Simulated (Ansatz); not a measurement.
A nudged elastic band was laid between two geometries of C₃H₅NS (10 atoms, charge 0, multiplicity 1).

Theory: RKS B3LYP-D4/def2-mTZVP (Ansatz 0.2.0).

- movable images: 9
- climbing image: yes
- spring: 5.0 eV/Å²
- optimiser: quadratic models (default)
- start path: IDPP
- force threshold: 0.5 eV/Å
- iteration limit: 60
- end points: relaxed

First end point:

```xyz
10
Properties=species:S:1:pos:R:3
C -0.456 -0.874 0.480
C 0.123 0.233 -0.403
S 1.787 0.839 0.182
C -0.758 1.392 -0.452
N -1.470 2.298 -0.475
H -0.570 -0.529 1.506
H 0.209 -1.738 0.478
H -1.431 -1.189 0.104
H 0.249 -0.126 -1.425
H 2.400 -0.357 0.008
```

Last end point:

```xyz
10
Properties=species:S:1:pos:R:3
C -0.605 -0.922 0.619
C 0.175 -0.013 -0.334
S 1.864 0.277 0.387
C -0.513 1.250 -0.562
N -1.060 2.247 -0.750
H -0.730 -0.451 1.593
H -0.073 -1.864 0.749
H -1.593 -1.134 0.209
H 0.300 -0.511 -1.296
H 2.319 1.070 -0.612
```

Question: Which bonds break or form, and what moves?

Answer: No bond is made or broken. The dihedral H9–C2–S3–H10 goes from -59 to 61°.

Question: Give the energies along the band, and the barrier.

Answer: The forces met the threshold. The highest image is number 4 of 0 to 10, 0.040 eV above the first end and 0.086 eV above the last; the last end lies 0.046 eV below the first. The threshold of 0.5 eV/Å is loose, so the images may lie well off the minimum-energy path. The order of the stationary point at the top wasn't checked.

| image | path coordinate (Å) | energy (eV) | dihedral H9–C2–S3–H10 (°) |
| --- | --- | --- | --- |
| 0 | 0.00 | 0.000 | -59 |
| 1 | 0.22 | 0.006 | -49 |
| 2 | 0.43 | 0.019 | -38 |
| 3 | 0.65 | 0.032 | -26 |
| 4 | 0.87 | 0.040 | -13 |
| 5 | 1.08 | 0.036 | 0 |
| 6 | 1.30 | 0.022 | 14 |
| 7 | 1.52 | 0.001 | 27 |
| 8 | 1.74 | -0.021 | 39 |
| 9 | 1.95 | -0.039 | 50 |
| 10 | 2.17 | -0.046 | 61 |

Question: What is the geometry of the highest image?

Answer: 
```xyz
10
Properties=species:S:1:pos:R:3:forces:R:3
C -0.587 -0.859 0.574 0.14 -0.01 0.08
C 0.157 0.141 -0.318 -0.23 -0.04 -0.15
S 1.792 0.684 0.388 0.07 0.07 0.22
C -0.644 1.338 -0.555 0.02 0.03 -0.04
N -1.284 2.281 -0.728 -0.02 -0.03 0.01
H -0.742 -0.441 1.567 -0.02 -0.01 0.04
H 0.006 -1.767 0.673 0.00 0.00 0.02
H -1.560 -1.119 0.152 0.04 0.06 -0.05
H 0.355 -0.316 -1.287 0.06 0.03 -0.03
H 2.592 0.007 -0.463 -0.07 -0.10 -0.10
```

The band took 2 iterations and roughly 100 core-seconds.

Run time: 51 s on 2 threads of AMD EPYC 9R14 (Zen 4) (shared host), peak memory 0.25 GiB.
